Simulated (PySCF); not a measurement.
Telling isomers of C$_{4}$H$_{4}$O apart by NMR

Method: coordinates at the PBE0-D3(BJ)/def2-SVP level, GIAO PBE0/pcSseg-1 shieldings, spin–spin couplings from B3LYP/pcJ-1, in PySCF 2.14.0 with density-fitted response routines (no relativistic terms, one computed conformer, one averaged value for each set of equivalent atoms, no solvent).

Scale: TMS for 1H, 13C (reference shieldings calculated alike). Multiplet labels drop J under 1 Hz and among equivalent protons, and merge close values. Unscaled 3J(H,H) run several per cent high. Shifts are as computed. Against solution values, carbons near 30 ppm lie about +2 ppm off and those near 130 ppm about +5 ppm. Of 1309 compounds with measured shifts, 239 miss one by over three times the rms of a fit or turn the order of signals round; such compounds aren't used in these exercises.

(1) Tabulate the signals of `O=CC1=CC1`, `O=C1C=CC1` and their relative energies.

(2) What is the quickest way to tell O=CC1=CC1 from O=C1C=CC1?

Results:

(1) 
```tsv
SMILES	carbon types	δC	δH	E rel. (kcal/mol)
O=CC1=CC1	1×C 2×CH 1×CH2	185.1, 135.3, 121.4, 10.5	10.20 (s, 1H), 8.14 (s, 1H), 1.63 (s, 2H)	32.5
O=C1C=CC1	1×C 2×CH 1×CH2	188.2, 173.1, 149.7, 52.3	8.35 (dt, 1H), 6.29 (dt, 1H), 3.23 (t, 2H)	0.0
```

Energies are electronic energies at PBE0/pcSseg-1 on these geometries, without zero-point or thermal terms, each for the one conformer computed, which needn't be the lowest.

(2) Both give the same number of carbon signals, with the same numbers of each carbon type, so the positions decide. The first has an α carbon of a C=C–C=O unit (C) at 121.4 ppm, the second a ketone carbonyl carbon (C) at 188.2 ppm. Their most deshielded carbons lie at 185.1 and 188.2 ppm. In the proton spectra the most deshielded non-exchanging signals are 10.20 (s, 1H) and 8.35 (dt, J = 3.2, 1.5 Hz, 1H).
